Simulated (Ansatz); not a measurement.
## Where CCSD(T) holds and where it slips

Each species is computed at the geometry given (Å), with frozen cores, in Ansatz 0.2.0: RHF-CCSD(T) for singlets, UHF-CCSD(T) otherwise, and full CI in the same basis. The program picks the determinant by a search with trial CCSD, so it needn't be the lowest Hartree–Fock solution. States: HCB triplet Σ⁻ or Δ, HPB quartet A'', HOBe⁺ singlet Σ⁺. Cases whose determinant has another symmetry than full CI's state, or lies over 0.5 eV above the lowest of its kind, whose (Q) step broke down or whose higher cluster runs on it stay over 0.1 eV above full CI weren't drawn.

**Question.** Judging by size, spin and bonding and the diagnostics given, rank them by the size of CCSD(T)'s error in total energy against full CI in the same basis, smallest first (an estimate).
A. HCB, triplet, 6-31G: B 0.000 0.000 1.864; C 0.000 0.000 -0.139; H 0.000 0.000 -1.724. T1 0.060, (T) -153 meV in a correlation energy of -3.91 eV
B. HPB, quartet, 6-31G: B 0.000 0.098 1.574; P 0.000 -0.082 -0.518; H 0.000 1.482 -0.972. T1 0.031, (T) -64 meV in a correlation energy of -2.63 eV
C. HOBe⁺, singlet, 6-31G: O 0.000 0.000 0.146; Be 0.000 0.000 -1.236; H 0.000 0.000 1.090. T1 0.025, (T) -92 meV in a correlation energy of -4.04 eV

**Answer.** C (20.1 meV), B (29.9 meV), A (82.8 meV).

```
       species  basis  correlated electrons  CCSD(T) − full CI (meV)  CCSDT(Q) − full CI (meV)  unpaired electrons (full CI)     T1  ⟨S²⟩ of the determinant
HOBe⁺, singlet  6-31G                     8                     20.1                      -4.1                          0.03  0.025                     0.00
  HPB, quartet  6-31G                     9                     29.9                       0.2                          3.06  0.031                     3.76
  HCB, triplet  6-31G                     8                     82.8                      -2.1                          2.24  0.060                     2.22
```

Unpaired electrons are Σ n²(2−n)² over natural occupations; an open shell counts its own unpaired electrons too. Frozen cores follow each run's orbitals, which moves totals by a few meV.
